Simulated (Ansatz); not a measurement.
**HO− (singlet): from Hartree-Fock to the top rungs, aug-cc-pVTZ**

How much of the correlation energy of HO− (singlet) does each wave-function method recover here?

The runs use Ansatz 0.2.0, Gaussian basis; aug-cc-pVTZ, core rule «outside noble gas», up to 1 orbitals frozen.

The runs, in order: UHF; CCSD(T) on RHF; BCCD(T) on RHF; CCSDT(Q) on RHF; CASSCF and MRCISD+Q, 8 electrons in 5 orbitals; CASSCF and NEVPT2, 8 electrons in 5 orbitals.

19 further runs of the same task are left out: 5 that didn't finish, 14 set aside as unsound or not needed. Runs told in other sessions of the task aren't counted.

## (1) The geometry

The geometry is a PBE0/def2-TZVPD stationary point (not a proven minimum) of the parent state, kept for this charge and spin.

2 atoms, charge -1, spin multiplicity 1.

Atoms are counted from 1 here; the program's logs count them from 0.

Bond lengths: O1–H2 1.006 Å.

## (2) UHF

The input, in.yaml:

```yaml
crystal:
  periodic: [false, false, false]
  atoms:
    - {symbol: O, position_ang: [0.000000, 0.000000, 0.000000]}
    - {symbol: H, position_ang: [0.000000, 0.000000, 1.006000]}
basis:
  gaussian: {orbitals: aug-cc-pVTZ}
total_charge: -1
magnetization: {spin_polarized: true, initial_magnetization: 0}
hamiltonian: {xc: hf}
output: {orbitals: {seedname: orbitals}}
```

Started as:

```bash
> ansatz run in.yaml --threads 1 --pin off --events-out ev --progress --plain --max-ram 2393MiB
```

Further steps of the session: CCSD(T) on RHF; BCCD(T) on RHF; CCSDT(Q) on RHF; CASSCF and MRCISD+Q, 8 electrons in 5 orbitals; CASSCF and NEVPT2, 8 electrons in 5 orbitals.

**Question.** What will the summary of the whole plan be? Wanted: RCCSDT(Q) from the RHF energy; RMP2 from RCCSDT(Q); RCCSD from RCCSDT(Q); RCCSD(T) from RCCSDT(Q); NEVPT2 valence from RCCSDT(Q); MRCISD+Q valence from RCCSDT(Q); T1 diagnostic; effectively unpaired electrons.

**Answer**, as computed:

| quantity | value |
| --- | --- |
| RCCSDT(Q) from the RHF energy | -8.1639 eV |
| RMP2 from RCCSDT(Q) | +218.8 meV |
| RCCSD from RCCSDT(Q) | +367.2 meV |
| RCCSD(T) from RCCSDT(Q) | +22.4 meV |
| NEVPT2 valence from RCCSDT(Q) | +1034.0 meV |
| MRCISD+Q valence from RCCSDT(Q) | +184.1 meV |
| levels within 1 kcal/mol (43 meV) | RCCSD(T), BCCD(T), RCCSDT |
| T1 diagnostic | 0.023 |
| effectively unpaired electrons | 0.01 |

What this shows: RCCSD(T) lands +22.4 meV from the yardstick (0.3 % of the correlation energy). One determinant dominates. Of the multireference levels listed MRCISD+Q valence comes nearest in total energy (+184.1 meV), which doesn't show that its space is the better one. These misses are within one basis, not against nature.
